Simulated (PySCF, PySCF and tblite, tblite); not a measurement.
# C4H7F: conformers and averaged spectra

Aim: find the conformers of C4H7F (`C=CCCF`), weigh them, and average their properties.

Computed with tblite 0.8.0 (tight binding) and PySCF 2.14.0 (DFT, with response routines of our own); each step states its level. Atoms count from 0 throughout.

### Step 1. The molecule as given

12 atoms, charge 0, multiplicity 1; geometry from: MMFF94s geometry.

Bonds of the start (Å): C0–C1 1.35, C0–H5 1.07, C0–H6 1.09, C1–C2 1.48, C1–H7 1.10, C2–C3 1.52, C2–H8 1.10, C2–H9 1.10, C3–F4 1.35, C3–H10 1.11, C3–H11 1.09.

### Step 2. GFN2-xTB relaxation, conformer 1

What the job is given:

```
{"job": {"xc": "GFN2-xTB", "basis": "xTB", "kind": "relax"}, "charge": 0, "multiplicity": 1}
C      2.001700     0.212200     0.123700
C      0.850300    -0.483900     0.169800
C     -0.375900    -0.146700    -0.590700
C     -1.558900     0.196100     0.306900
F     -2.648400     0.455200    -0.448100
H      2.857900    -0.089100     0.697300
H      2.089400     1.105900    -0.497200
H      0.821300    -1.372300     0.811400
H     -0.649300    -0.994200    -1.233700
H     -0.213400     0.699300    -1.267900
H     -1.814300    -0.651200     0.970600
H     -1.359400     1.067900     0.931800
```

The run is started by

```
> OMP_NUM_THREADS=1 python ens_run.py task.json out
```

This one command runs the whole study; its stages follow in the order run.

Output:

```text
step      E/eV     max force
  0    -457.89714    1.770
  1    -457.92884    1.354
  2    -457.94434    0.258
  3    -457.94707    0.140
  4    -457.94950    0.105
  5    -457.95075    0.097
  6    -457.95177    0.082
  7    -457.95223    0.064
  8    -457.95254    0.038
  9    -457.95254    0.038
 10    -457.95268    0.035
 11    -457.95297    0.046
 12    -457.95311    0.066
 13    -457.95334    0.058
 14    -457.95362    0.039
 15    -457.95385    0.041
 16    -457.95415    0.045
 17    -457.95438    0.044
 18    -457.95449    0.025
 19    -457.95456    0.029
 20    -457.95463    0.026
 21    -457.95470    0.027
 22    -457.95475    0.020
 23    -457.95479    0.021
 24    -457.95483    0.020
 25    -457.95487    0.020
 26    -457.95491    0.018
 27    -457.95493    0.011
 28    -457.95494    0.013
 29    -457.95496    0.012
 30    -457.95497    0.009
 31    -457.95498    0.007
 32    -457.95499    0.006
 33    -457.95499    0.009
 34    -457.95500    0.010
 35    -457.95502    0.009
 36    -457.95503    0.009
 37    -457.95503    0.007
 38    -457.95504    0.006
 39    -457.95505    0.007
 40    -457.95505    0.007
 41    -457.95506    0.007
 42    -457.95506    0.008
 43    -457.95507    0.010
 44    -457.95509    0.010
 45    -457.95510    0.009
 46    -457.95512    0.011
 47    -457.95513    0.013
 48    -457.95515    0.014
 49    -457.95518    0.016
 50    -457.95520    0.016
 51    -457.95523    0.017
 52    -457.95526    0.015
 53    -457.95528    0.012
 54    -457.95530    0.009
 55    -457.95531    0.009
 56    -457.95532    0.006
 57    -457.95532    0.003
```

Run time: 0.19 s. Hardware: 1 thread of Arm Neoverse V1, shared host.

Relaxing gained 0.058 eV and moved the atoms by 0.05 Å on average (rms).

**GFN2-xTB relaxation, conformer 2**

What the job is given:

```
{"job": {"xc": "GFN2-xTB", "basis": "xTB", "kind": "relax"}, "charge": 0, "multiplicity": 1}
C     -1.956000     0.410600    -0.027400
C     -0.682700     0.667200     0.237400
C      0.337000    -0.392200     0.631700
C      1.505800    -0.416300    -0.343000
F      2.215900     0.730300    -0.215100
H     -2.645300     1.220700    -0.294100
H     -2.374700    -0.587500     0.005200
H     -0.308600     1.693600     0.208200
H     -0.137300    -1.381400     0.660600
H      0.687600    -0.163200     1.641300
H      2.177500    -1.251300    -0.089900
H      1.181900    -0.531400    -1.373800
```

Output:

```text
step      E/eV     max force
  0    -457.89621    0.958
  1    -457.92625    0.341
  2    -457.93507    0.178
  3    -457.93785    0.135
  4    -457.93941    0.085
  5    -457.94056    0.091
  6    -457.94108    0.084
  7    -457.94136    0.047
  8    -457.94152    0.029
  9    -457.94152    0.029
 10    -457.94158    0.027
 11    -457.94169    0.031
 12    -457.94176    0.035
 13    -457.94187    0.038
 14    -457.94195    0.025
 15    -457.94202    0.027
 16    -457.94212    0.028
 17    -457.94221    0.028
 18    -457.94226    0.015
 19    -457.94228    0.011
 20    -457.94229    0.011
 21    -457.94231    0.013
 22    -457.94232    0.010
 23    -457.94233    0.007
 24    -457.94233    0.007
 25    -457.94234    0.006
 26    -457.94234    0.006
 27    -457.94235    0.007
 28    -457.94235    0.005
 29    -457.94236    0.006
 30    -457.94236    0.006
 31    -457.94236    0.005
 32    -457.94237    0.005
 33    -457.94237    0.004
 34    -457.94237    0.003
```

It took 0.15 s on 1 thread of Arm Neoverse V1, shared host.

The energy fell by 0.046 eV, and the atoms moved 0.02 Å (root mean square).

**GFN2-xTB relaxation, conformer 3**

What the job is given:

```
{"job": {"xc": "GFN2-xTB", "basis": "xTB", "kind": "relax"}, "charge": 0, "multiplicity": 1}
C      1.997300    -0.088800     0.081000
C      0.814300     0.210300    -0.511200
C     -0.451100    -0.547800    -0.243700
C     -1.560400     0.359600     0.299400
F     -1.251100     0.720100     1.587300
H      2.875800     0.490600    -0.144000
H      2.084300    -0.892500     0.795300
H      0.784100     1.034300    -1.207000
H     -0.281400    -1.374800     0.451800
H     -0.799000    -0.979200    -1.191800
H     -1.697200     1.257700    -0.290500
H     -2.514500    -0.190200     0.347200
```

Output:

```text
step      E/eV     max force
  0    -457.87444    2.326
  1    -457.89751    2.031
  2    -457.92809    0.242
  3    -457.93111    0.175
  4    -457.93459    0.100
  5    -457.93527    0.097
  6    -457.93645    0.064
  7    -457.93672    0.048
  8    -457.93705    0.038
  9    -457.93705    0.038
 10    -457.93716    0.032
 11    -457.93742    0.036
 12    -457.93750    0.044
 13    -457.93764    0.042
 14    -457.93780    0.030
 15    -457.93788    0.025
 16    -457.93804    0.029
 17    -457.93815    0.031
 18    -457.93823    0.021
 19    -457.93828    0.019
 20    -457.93832    0.017
 21    -457.93836    0.019
 22    -457.93841    0.021
 23    -457.93846    0.018
 24    -457.93850    0.017
 25    -457.93852    0.013
 26    -457.93854    0.011
 27    -457.93856    0.010
 28    -457.93857    0.007
 29    -457.93858    0.007
 30    -457.93858    0.006
 31    -457.93858    0.006
 32    -457.93859    0.009
 33    -457.93860    0.008
 34    -457.93860    0.008
 35    -457.93861    0.009
 36    -457.93862    0.009
 37    -457.93863    0.008
 38    -457.93863    0.007
 39    -457.93864    0.006
 40    -457.93865    0.009
 41    -457.93866    0.009
 42    -457.93866    0.006
 43    -457.93867    0.005
 44    -457.93867    0.005
 45    -457.93867    0.008
 46    -457.93868    0.009
 47    -457.93869    0.008
 48    -457.93869    0.006
 49    -457.93869    0.006
 50    -457.93870    0.007
 51    -457.93870    0.006
 52    -457.93871    0.005
 53    -457.93871    0.004
```

It took 0.17 s on 1 thread of Arm Neoverse V1, shared host.

Relaxing gained 0.064 eV and moved the atoms by 0.03 Å on average (rms).

### Step 3. GFN2-xTB relaxation, conformer 4

What the job is given:

```
{"job": {"xc": "GFN2-xTB", "basis": "xTB", "kind": "relax"}, "charge": 0, "multiplicity": 1}
C      1.786700     0.181300     0.252300
C      0.863500    -0.736800    -0.087900
C     -0.621200    -0.605300    -0.055800
C     -1.199400     0.746400     0.376300
F     -2.559300     0.671100     0.344100
H      2.834000    -0.046100     0.192800
H      1.513600     1.184700     0.582800
H      1.237900    -1.711900    -0.397900
H     -1.036900    -1.387200     0.591500
H     -1.014700    -0.823700    -1.059800
H     -0.917200     0.977700     1.411900
H     -0.885900     1.549200    -0.273000
```

Output:

```text
step      E/eV     max force
  0    -457.87912    1.617
  1    -457.90359    1.293
  2    -457.91840    0.220
  3    -457.92078    0.135
  4    -457.92303    0.100
  5    -457.92402    0.087
  6    -457.92512    0.084
  7    -457.92575    0.073
  8    -457.92640    0.061
  9    -457.92694    0.059
 10    -457.92743    0.059
 11    -457.92792    0.068
 12    -457.92855    0.083
 13    -457.92937    0.091
 14    -457.93026    0.081
 15    -457.93098    0.068
 16    -457.93146    0.051
 17    -457.93174    0.050
 18    -457.93188    0.036
 19    -457.93188    0.036
 20    -457.93193    0.026
 21    -457.93199    0.023
 22    -457.93201    0.019
 23    -457.93203    0.016
 24    -457.93205    0.010
 25    -457.93205    0.008
 26    -457.93206    0.005
 27    -457.93206    0.004
```

It took 0.09 s on 1 thread of Arm Neoverse V1, shared host.

The energy fell by 0.053 eV, and the atoms moved 0.05 Å (root mean square).

**GFN2-xTB relaxation, conformer 5**

What the job is given:

```
{"job": {"xc": "GFN2-xTB", "basis": "xTB", "kind": "relax"}, "charge": 0, "multiplicity": 1}
C     -1.483200     0.329300    -1.072500
C     -1.061700    -0.450900    -0.089400
C      0.344500    -0.517200     0.500300
C      1.412100     0.328000    -0.196100
F      1.162000     1.642300     0.010100
H     -2.531900     0.287500    -1.400700
H     -0.848900     1.054000    -1.574600
H     -1.768100    -1.128400     0.386100
H      0.658600    -1.566100     0.481300
H      0.266800    -0.210700     1.552700
H      2.390000     0.105600     0.247800
H      1.460900     0.125700    -1.261900
```

Output:

```text
step      E/eV     max force
  0    -457.85586    0.959
  1    -457.88341    0.311
  2    -457.89160    0.202
  3    -457.89350    0.220
  4    -457.89498    0.105
  5    -457.89636    0.096
  6    -457.89722    0.105
  7    -457.89792    0.069
  8    -457.89838    0.053
  9    -457.89874    0.058
 10    -457.89916    0.073
 11    -457.89976    0.082
 12    -457.90046    0.067
 13    -457.90100    0.052
 14    -457.90132    0.044
 15    -457.90158    0.052
 16    -457.90189    0.047
 17    -457.90215    0.037
 18    -457.90215    0.037
 19    -457.90224    0.028
 20    -457.90234    0.021
 21    -457.90238    0.031
 22    -457.90246    0.023
 23    -457.90253    0.021
 24    -457.90256    0.015
 25    -457.90260    0.016
 26    -457.90262    0.013
 27    -457.90264    0.012
 28    -457.90265    0.010
 29    -457.90267    0.009
 30    -457.90268    0.011
 31    -457.90270    0.011
 32    -457.90272    0.012
 33    -457.90275    0.017
 34    -457.90278    0.017
 35    -457.90281    0.018
 36    -457.90283    0.014
 37    -457.90285    0.011
 38    -457.90288    0.012
 39    -457.90289    0.009
 40    -457.90290    0.009
 41    -457.90291    0.011
 42    -457.90292    0.010
 43    -457.90294    0.012
 44    -457.90295    0.011
 45    -457.90297    0.014
 46    -457.90300    0.017
 47    -457.90303    0.016
 48    -457.90306    0.014
 49    -457.90308    0.012
 50    -457.90310    0.015
 51    -457.90312    0.016
 52    -457.90315    0.015
 53    -457.90318    0.013
 54    -457.90319    0.010
 55    -457.90320    0.011
 56    -457.90322    0.010
 57    -457.90323    0.008
 58    -457.90323    0.008
 59    -457.90324    0.006
 60    -457.90324    0.005
 61    -457.90324    0.005
 62    -457.90325    0.005
 63    -457.90325    0.005
 64    -457.90325    0.004
 65    -457.90325    0.004
 66    -457.90326    0.005
 67    -457.90326    0.004
```

Run time: 0.23 s. Hardware: 1 thread of Arm Neoverse V1, shared host.

Gain 0.047 eV; displacement 0.06 Å root mean square.

### Step 4. DFT optimisation, start 1: PBE0-D3(BJ)/def2-SVP

What the job is given:

```
{"job": {"kind": "geom", "xc": "PBE0", "basis": "def2-SVP", "d3": "d3bj", "grid": 1, "maxiter": 40}, "charge": 0, "multiplicity": 1}
C      1.991307     0.197662     0.116873
C      0.852284    -0.464455     0.182357
C     -0.369698    -0.124554    -0.610386
C     -1.547264     0.171634     0.313316
F     -2.681181     0.417541    -0.423174
H      2.849866    -0.085467     0.701042
H      2.115827     1.048731    -0.532300
H      0.752054    -1.317736     0.840809
H     -0.640133    -0.969612    -1.250289
H     -0.184035     0.741859    -1.247116
H     -1.773514    -0.680777     0.962757
H     -1.364315     1.064488     0.920084
```

Output:

```text
step      E/eV     max force
  0     -6965.44042   0.8600
  1     -6965.48247   0.2095
  2     -6965.48270   0.1147
  3     -6965.48444   0.0524
  4     -6965.48442   0.0783
  5     -6965.48481   0.0110
```

Wall time 21 s (1 thread of Arm Neoverse V1, shared host); peak memory 0.41 GiB.

The energy fell by 0.044 eV, and the atoms moved 0.04 Å (root mean square).

### Step 5. DFT optimisation, start 2: PBE0-D3(BJ)/def2-SVP

What the job is given:

```
{"job": {"kind": "geom", "xc": "PBE0", "basis": "def2-SVP", "d3": "d3bj", "grid": 1, "maxiter": 40}, "charge": 0, "multiplicity": 1}
C     -1.948398     0.416406    -0.030684
C     -0.683141     0.659948     0.250611
C      0.312300    -0.388847     0.640776
C      1.493623    -0.421792    -0.325837
F      2.224896     0.737828    -0.234370
H     -2.631441     1.199785    -0.310793
H     -2.358413    -0.579813     0.015598
H     -0.287508     1.665229     0.197764
H     -0.154644    -1.374661     0.649600
H      0.696121    -0.172339     1.641609
H      2.179602    -1.241738    -0.088202
H      1.158203    -0.500690    -1.365116
```

Output:

```text
step      E/eV     max force
  0     -6965.45308   0.8996
  1     -6965.49271   0.3034
  2     -6965.49502   0.1675
  3     -6965.49892   0.0593
  4     -6965.49881   0.0452
  5     -6965.49921   0.0211
```

Wall time 19 s (1 thread of Arm Neoverse V1, shared host); peak memory 0.41 GiB.

Gain 0.046 eV; displacement 0.06 Å root mean square.

### Step 6. DFT optimisation, start 3: PBE0-D3(BJ)/def2-SVP

What the job is given:

```
{"job": {"kind": "geom", "xc": "PBE0", "basis": "def2-SVP", "d3": "d3bj", "grid": 1, "maxiter": 40}, "charge": 0, "multiplicity": 1}
C      1.972113    -0.078104     0.084031
C      0.821291     0.198798    -0.497246
C     -0.448370    -0.560044    -0.262393
C     -1.543785     0.342590     0.297700
F     -1.224014     0.758197     1.567243
H      2.860796     0.497922    -0.108316
H      2.073582    -0.894917     0.779535
H      0.739234     1.029806    -1.186267
H     -0.271662    -1.379924     0.435434
H     -0.812476    -0.973826    -1.206414
H     -1.667418     1.247954    -0.306045
H     -2.498092    -0.189138     0.376710
```

Output:

```text
step      E/eV     max force
  0     -6965.42478   0.8991
  1     -6965.46852   0.2600
  2     -6965.46619   0.2489
  3     -6965.47260   0.0530
  4     -6965.47278   0.0220
```

Run time: 16 s. Hardware: 1 thread of Arm Neoverse V1, shared host; peak memory 0.41 GiB.

Gain 0.048 eV; displacement 0.06 Å root mean square.

### Step 7. DFT optimisation, start 4: PBE0-D3(BJ)/def2-SVP

What the job is given:

```
{"job": {"kind": "geom", "xc": "PBE0", "basis": "def2-SVP", "d3": "d3bj", "grid": 1, "maxiter": 40}, "charge": 0, "multiplicity": 1}
C      1.734780     0.193167     0.252040
C      0.864042    -0.741680    -0.079021
C     -0.627839    -0.626345    -0.066101
C     -1.155491     0.783459    -0.284172
F     -2.530813     0.769939    -0.251823
H      2.794393     0.008324     0.206660
H      1.442401     1.175417     0.580262
H      1.219934    -1.712198    -0.401714
H     -1.004235    -0.997333     0.892556
H     -1.040137    -1.278970    -0.842255
H     -0.831424     1.465627     0.508065
H     -0.870407     1.176779    -1.265011
```

Output:

```text
step      E/eV     max force
  0     -6965.38978   0.8043
  1     -6965.44728   0.1596
  2     -6965.44948   0.5221
  3     -6965.45802   0.2664
  4     -6965.45905   0.3122
  5     -6965.46744   0.1775
  6     -6965.46794   0.2233
  7     -6965.47086   0.0519
  8     -6965.47146   0.1035
  9     -6965.47187   0.0407
 10     -6965.47190   0.0465
 11     -6965.47193   0.0082
```

Wall time 37 s (1 thread of Arm Neoverse V1, shared host); peak memory 0.41 GiB.

Gain 0.082 eV; displacement 0.27 Å root mean square.

### Step 8. DFT optimisation, start 5: PBE0-D3(BJ)/def2-SVP

What the job is given:

```
{"job": {"kind": "geom", "xc": "PBE0", "basis": "def2-SVP", "d3": "d3bj", "grid": 1, "maxiter": 40}, "charge": 0, "multiplicity": 1}
C     -1.455814     0.339610    -1.051075
C     -1.049771    -0.472489    -0.094388
C      0.320572    -0.518295     0.516415
C      1.379439     0.306265    -0.200852
F      1.168411     1.652870    -0.023846
H     -2.466060     0.305615    -1.421842
H     -0.816646     1.081459    -1.496924
H     -1.740382    -1.186546     0.336868
H      0.664506    -1.555961     0.541084
H      0.250969    -0.172914     1.552821
H      2.375457     0.097334     0.204535
H      1.370517     0.122363    -1.279892
```

Output:

```text
step      E/eV     max force
  0     -6965.43704   0.9217
  1     -6965.47903   0.3534
  2     -6965.47918   0.2016
  3     -6965.48358   0.0785
  4     -6965.48419   0.1291
  5     -6965.48484   0.0114
```

Run time: 19 s. Hardware: 1 thread of Arm Neoverse V1, shared host; peak memory 0.41 GiB.

Gain 0.048 eV; displacement 0.05 Å root mean square.

### Step 9. Shieldings, conformer 1: PBE0/pcSseg-1

What the job is given:

```
{"job": {"xc": "PBE0", "basis": "pcSseg-1", "kind": "nmr", "pop": true}, "charge": 0, "multiplicity": 1}
C      1.990961     0.208824     0.135626
C      0.850388    -0.480966     0.160088
C     -0.384219    -0.134938    -0.609154
C     -1.552015     0.187462     0.303058
F     -2.686399     0.404580    -0.436146
H      2.856579    -0.097774     0.728516
H      2.103692     1.103238    -0.485661
H      0.786935    -1.371651     0.799205
H     -0.683584    -0.985004    -1.247421
H     -0.198893     0.721295    -1.276939
H     -1.743165    -0.646511     1.002314
H     -1.339082     1.090761     0.900486
```

Output:

```text
coarse grid: 9776 points
cycle   1  E = -256.0511410651  dE =  3.822e-01  |g| = 4.844e-01  |ddm| = 2.852e+00
cycle   2  E = -256.0334073908  dE =  1.773e-02  |g| = 6.198e-01  |ddm| = 7.714e-01
cycle   3  E = -256.0954510661  dE = -6.204e-02  |g| = 6.180e-02  |ddm| = 4.344e-01
cycle   4  E = -256.0960773403  dE = -6.263e-04  |g| = 2.775e-02  |ddm| = 6.141e-02
cycle   5  E = -256.0962487147  dE = -1.714e-04  |g| = 8.230e-03  |ddm| = 2.583e-02
cycle   6  E = -256.0962633426  dE = -1.463e-05  |g| = 2.976e-03  |ddm| = 7.451e-03
cycle   7  E = -256.0962654939  dE = -2.151e-06  |g| = 3.160e-04  |ddm| = 2.195e-03
final grid: 94040 points
cycle   8  E = -256.1336034793  dE = -2.793e-05  |g| = 7.175e-03  |ddm| = 1.905e-02
cycle   9  E = -256.1335987561  dE =  4.723e-06  |g| = 8.936e-03  |ddm| = 1.175e-02
cycle  10  E = -256.1336157831  dE = -1.703e-05  |g| = 1.156e-03  |ddm| = 6.410e-03
cycle  11  E = -256.1336160201  dE = -2.370e-07  |g| = 2.065e-04  |ddm| = 9.184e-04
cycle  12  E = -256.1336160269  dE = -6.795e-09  |g| = 1.185e-04  |ddm| = 2.114e-04
cycle  13  E = -256.1336160302  dE = -3.284e-09  |g| = 1.470e-05  |ddm| = 9.107e-05
cycle  14  E = -256.1336160302  dE = -4.695e-11  |g| = 3.767e-06  |ddm| = 1.424e-05
converged SCF energy = -256.1336160302

GIAO shielding tensors (ppm)
atom      isotropic    diamagn.    paramagn.     s11        s22        s33       span
  0 C       57.207     254.195    -196.988    -59.304     77.473    153.452    212.756
  1 C       43.845     257.438    -213.594    -78.925     51.631    158.828    237.753
  2 C      144.292     247.223    -102.931    122.880    144.074    165.923     43.042
  3 C      100.790     244.422    -143.633     63.611     79.378    159.380     95.769
  4 F      412.259     469.737     -57.478    380.283    402.475    454.019     73.736
  5 H       25.866      28.922      -3.056     22.957     24.999     29.642      6.684
  6 H       25.725      30.738      -5.014     22.363     25.302     29.508      7.145
  7 H       25.474      31.452      -5.978     23.435     24.846     28.141      4.706
  8 H       28.716      29.633      -0.916     25.621     27.675     32.853      7.232
  9 H       28.906      31.063      -2.157     25.974     28.696     32.049      6.075
 10 H       26.934      29.154      -2.219     22.929     27.628     30.246      7.317
 11 H       27.096      29.284      -2.188     23.454     27.976     29.858      6.404
```

Run time: 7.5 s. Hardware: 1 thread of Arm Neoverse V1, shared host; peak memory 0.56 GiB.

Key values: HOMO -7.72 eV, LUMO 0.05 eV; dipole 1.66 D.

### Step 10. Single-point energy, conformer 1: PBE0/def2-TZVP

Changed since step 9:

```diff
@@ -1,2 +1,2 @@
-{"job": {"xc": "PBE0", "basis": "pcSseg-1", "kind": "nmr", "pop": true}, "charge": 0, "multiplicity": 1}
+{"job": {"xc": "PBE0", "basis": "def2-TZVP", "kind": "sp"}, "charge": 0, "multiplicity": 1}
 C      1.990961     0.208824     0.135626
```

Output:

```text
coarse grid: 9776 points
cycle   1  E = -256.2182478567  dE =  3.772e-01  |g| = 5.063e-01  |ddm| = 2.420e+00
cycle   2  E = -256.1924184802  dE =  2.583e-02  |g| = 6.753e-01  |ddm| = 1.095e+00
cycle   3  E = -256.2662706302  dE = -7.385e-02  |g| = 7.081e-02  |ddm| = 6.864e-01
cycle   4  E = -256.2670339579  dE = -7.633e-04  |g| = 3.205e-02  |ddm| = 6.471e-02
cycle   5  E = -256.2672608996  dE = -2.269e-04  |g| = 8.253e-03  |ddm| = 2.604e-02
cycle   6  E = -256.2672745432  dE = -1.364e-05  |g| = 3.474e-03  |ddm| = 6.538e-03
cycle   7  E = -256.2672774341  dE = -2.891e-06  |g| = 3.738e-04  |ddm| = 2.242e-03
final grid: 94040 points
cycle   8  E = -256.2618273004  dE = -5.778e-05  |g| = 6.938e-03  |ddm| = 4.681e-02
cycle   9  E = -256.2618237365  dE =  3.564e-06  |g| = 8.184e-03  |ddm| = 1.033e-02
cycle  10  E = -256.2618383890  dE = -1.465e-05  |g| = 1.217e-03  |ddm| = 5.648e-03
cycle  11  E = -256.2618386114  dE = -2.224e-07  |g| = 2.975e-04  |ddm| = 1.254e-03
cycle  12  E = -256.2618386267  dE = -1.529e-08  |g| = 1.043e-04  |ddm| = 2.311e-04
cycle  13  E = -256.2618386292  dE = -2.459e-09  |g| = 3.107e-05  |ddm| = 8.914e-05
cycle  14  E = -256.2618386294  dE = -2.270e-10  |g| = 4.583e-06  |ddm| = 2.320e-05
converged SCF energy = -256.2618386294
```

Wall time 6.1 s (1 thread of Arm Neoverse V1, shared host); peak memory 0.83 GiB.

In short: HOMO -7.69 eV, LUMO -0.01 eV; dipole 1.57 D.

(Part 1 of 3 ends here.)
